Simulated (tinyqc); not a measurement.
Pariser-Parr-Pople SCF with singles CI, for the molecule C=CC=CC=C (SMILES; centres numbered as the heavy atoms are written), step by step. One step of it, computed by the program tinyqc.

Question. Singles CI, triplets. Over the 6 single excitations with the smallest orbital gaps: A = (e_a - e_i) delta - (ij|ab), with (pq|rs) = sum c_mp c_mq gamma_mn c_nr c_ns.

orbital energies (eV): -13.973373  -12.250171  -9.679407  -1.510593  1.060171  2.783373

coefficients:
```
         MO1        MO2        MO3        MO4        MO5        MO6
1C  0.258075   0.455734   0.475083   0.475083  -0.455734   0.258075
2C  0.409322   0.510739   0.267584  -0.267584   0.510739  -0.409322
3C  0.515609   0.177350  -0.450216  -0.450216  -0.177350   0.515609
4C  0.515609  -0.177350  -0.450216   0.450216  -0.177350  -0.515609
5C  0.409322  -0.510739   0.267584   0.267584   0.510739   0.409322
6C  0.258075  -0.455734   0.475083  -0.475083  -0.455734  -0.258075
```

repulsion gamma_rs (eV):
```
           1C         2C         3C         4C         5C         6C
1C  11.130000   7.554319   5.238816   3.670169   2.868553   2.308288
2C   7.554319  11.130000   7.551683   5.238816   3.669262   2.868553
3C   5.238816   7.551683  11.130000   7.554319   5.238816   3.670169
4C   3.670169   5.238816   7.554319  11.130000   7.551683   5.238816
5C   2.868553   3.669262   5.238816   7.551683  11.130000   7.554319
6C   2.308288   2.868553   3.670169   5.238816   7.554319  11.130000
```

Give: triplet CI matrix; triplet excitation energies.

Answer.

triplet CI matrix (eV):
```
        3>4     3>5     2>4      1>4      3>6     2>5
3>4  2.0660  0.0000  0.0000   0.4321   0.4321  1.4965
3>5  0.0000  4.8645  1.4965   0.0000   0.0000  0.0000
2>4  0.0000  1.4965  4.8645   0.0000   0.0000  0.0000
1>4  0.4321  0.0000  0.0000   6.1369  -1.0176  1.4115
3>6  0.4321  0.0000  0.0000  -1.0176   6.1369  1.4115
2>5  1.4965  0.0000  0.0000   1.4115   1.4115  7.1887
```

triplet excitation energies (eV): 1.6592  3.3680  3.9324  6.3611  7.1545  8.7824
